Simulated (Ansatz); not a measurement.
`[SiH3]`, charge 0, multiplicity 2.

(1) Give a relaxed structure at PBE0-D4/def2-TZVP (Ansatz). (Best estimate.)

Results:

(1) Computed: 
Z-matrix (Å, degrees):
```
Si
H 1 1.486
H 1 1.486 2 111.2
H 1 1.486 2 111.2 3 124.6
```
Point group C3v.
